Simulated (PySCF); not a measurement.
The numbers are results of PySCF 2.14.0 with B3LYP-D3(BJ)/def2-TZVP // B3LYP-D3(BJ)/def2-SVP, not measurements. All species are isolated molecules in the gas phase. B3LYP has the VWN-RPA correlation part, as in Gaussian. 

Reference species (SMILES): `N` (neutral, multiplicity 1).

```
Property          Value
-------------  --------
HOMO           -7.45 eV
dipole moment    1.78 D
```

Changed species: `S(C)C` (free base S(CH3)2; the reference has free base NH3).

### Question
What does the change do to the HOMO and dipole moment?

### Answer
the HOMO increases by 1.40 eV, to -6.05 eV; the dipole moment drops by 0.25 D, to 1.53 D.
